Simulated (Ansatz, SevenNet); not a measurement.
**How well does each level of theory give the elastic constant C11 of rock-salt ZrC?**

Reference value: 470 GPa (measured, temperature not stated, not corrected to a static lattice; as tabulated in Wu et al. (2005), arXiv:cond-mat/0412374).

| level (code) | value (GPa) | cell (Å³/atom) |
|---|---|---|
| SevenNet-0 | 512 | 13.17 |
| LDA (Ansatz) | [?] | 12.50 |
| PBE (Ansatz) | [?] | 13.05 |
| PBEsol (Ansatz) | 496 | 12.72 |
| PBE-D3(BJ) (Ansatz) | 494 | 12.76 |
| r²SCAN (Ansatz) | 471 | 13.07 |
| HSE06 (Ansatz) | 496 | 12.90 |

Q: What belongs in the gaps?

A: 
- LDA (Ansatz, a quantum-chemistry and plane-wave program), value (GPa): 521
- PBE (Ansatz), value (GPa): 458

Differences against the reference: SevenNet-0 +8.9 %, LDA +10.9 %, PBE -2.6 %, PBEsol +5.5 %, PBE-D3(BJ) +5.1 %, r²SCAN +0.2 %, HSE06 +5.5 %.

The reference's temperature isn't stated, so close values are not ranked against it.

The measured value isn't corrected to a static lattice, so vibrations enter the comparison. A static lattice is as a rule stiffer than a warm one, by over a tenth in soft solids.  PBE-D3(BJ): the dispersion coefficients are held fixed in the derivatives. HSE06: hybrids on metals are sensitive to the k mesh. HSE06: the run warned that the count of filled bands differs between k points. Each level is taken at its own relaxed cell. Cutoffs and k meshes differ between the levels. Ansatz's density-functional and Hartree–Fock values are scalar-relativistic unless marked +SOC, with PAW data made under PBE.

Machine-learned potentials (SevenNet-0) are trained on DFT data: a solid inside that data is no test of them.

Differences are worked out from the printed values.
